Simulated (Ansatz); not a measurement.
The input, for Ansatz 0.2.0:

```yaml
crystal:
  periodic: [false, false, false]
  atoms:
    - {symbol: Si, position_ang: [0.000000, 0.000000, 0.043678]}
    - {symbol: H, position_ang: [0.000000, 1.413280, -0.405682]}
    - {symbol: H, position_ang: [1.223937, -0.706640, -0.405682]}
    - {symbol: H, position_ang: [-1.223937, -0.706640, -0.405682]}
basis:
  gaussian: {orbitals: "6-31G*"}
magnetization: {spin_polarized: false, initial_magnetization: 1}
correlation: {method: fci, electrons: outside_noble_gas}
```

```sh
$ ansatz run in.yaml --threads 1 --pin off --events-out ev --progress --plain --max-ram 4160MiB --backend cpu
```

The program prints:

```
450 factors; integrals over basis functions are off by at most 3.1e-8 eV
mean field evaluation 1: about -7907.2130 eV, gradient 8.2e0 eV
mean field evaluation 2: about -7907.2339 eV, gradient 8.3e0 eV
mean field evaluation 4: about -7907.7564 eV, gradient 4.0e-1 eV
mean field evaluation 8: about -7907.7585 eV, gradient 1.4e-4 eV
mean field -7907.75849039 eV, -290.6047644507 hartree, gradient 2.3e-6 eV, S^2 0.750000; 0 other end points of the search recorded, 0 dependent functions left out
mean field evaluation 16: about -7907.2427 eV, gradient 6.6e0 eV
5 core orbitals not correlated: weight in the atoms' cores, before any rotation towards them, 1.000 or more for the frozen orbitals, at most 0.000 for the correlated occupied ones
reference -7907.75849039 eV, -290.6047644507 hartree; 4, 3 occupied and 16, 17 virtual orbitals, 450 factors
state -7910.32645164 eV, -290.6991352860 hartree
Total energy: -7910.32645164 eV, -290.6991352860 hartree
```

Natural occupations: 1.9687 1.9589 1.9589 0.9913 0.0290 0.0231 0.0231 0.0078 0.0078 0.0071 0.0051 0.0051 0.0044 0.0030 0.0026 0.0026 0.0005 0.0005 0.0005 0.0000.

Ran on 1 thread of AMD EPYC 7R13, shared host: 11 s wall, 0.38 GiB peak host memory.
